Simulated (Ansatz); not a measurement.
Basis-set extrapolation for `O=C=[O+]` radical (PBE0-D4/def2-TZVP geometry, frozen core, Ansatz 0.2.0). Multiplicity 2, UHF reference.

|  | cc-pV(T+d)Z | cc-pV(Q+d)Z |
| --- | --- | --- |
| HF | -187.251735 | -187.265661 |
| MP2 correlation | -0.519565 | -0.559368 |
| CCSD(T) correlation | -0.573520 | -0.611413 |

Energies in hartree. Use E(X) = E(∞) + A·exp(−5.46·√X) for Hartree–Fock and E(X) = E(∞) + B·X^(−3.05) for correlation, with X = 3 and 4.

Question: What is the CCSD(T) energy at the basis-set limit?

Answer: HF limit: -187.265661 + (-0.013926) × 0.30130 = -187.26986. Correlation limit: -0.611413 + (-0.037893) × 0.71189 = -0.63839. Total: -187.90825 hartree, 217.9 kJ/mol below CCSD(T)/cc-pV(T+d)Z.

The UHF reference is spin-contaminated (⟨S²⟩ = 0.97, T1 = 0.040).
